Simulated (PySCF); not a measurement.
Bonds: C1-C2 1.213 Å, C2-C3 1.430 Å, C3-C4 1.347 Å, C3-C5 1.485 Å, C5-N6 1.267 Å. C1 carries H7; C4 carries H8, H9; C5 carries H10; N6 carries H11.

Geometry: PBE0-D3(BJ)/def2-SVP; GIAO absolute shieldings from PySCF, gas phase, non-relativistic, averaged over equivalent atoms.

At PBE0/pcSseg-1 (127 basis functions, 14 s wall time on 1 thread of an Arm Neoverse N1, shared host):
| atoms | σ (ppm) |
| --- | --- |
| C5 | 13.7 |
| C4 | 43.6 |
| C3 | 48.7 |
| C1 | 90.1 |
| C2 | 104.5 |
| N6 | -93.4 |
| H11 | 20.53 |
| H10 | 23.57 |
| H8 | 24.96 |
| H9 | 25.25 |
| H7 | 27.90 |

Q: Estimate the result of repeating the calculation with B3LYP/pcSseg-2.

A: 
| atoms | σ at B3LYP/pcSseg-2 | change |
| --- | --- | --- |
| C5 | 2.2 | -11.5 |
| C4 | 36.8 | -6.8 |
| C3 | 36.8 | -11.9 |
| C1 | 86.9 | -3.2 |
| C2 | 97.4 | -7.1 |
| N6 | -99.4 | -6.0 |
| H11 | 20.93 | +0.40 |
| H10 | 23.38 | -0.19 |
| H8 | 25.15 | +0.19 |
| H9 | 25.41 | +0.16 |
| H7 | 28.19 | +0.29 |

The largest change is at C3 (carbon bonded to 3 C). Cost: 286 basis functions, 50 s wall time on 1 thread of an Arm Neoverse N1, shared host. The order of the carbon signals is the same at both levels.
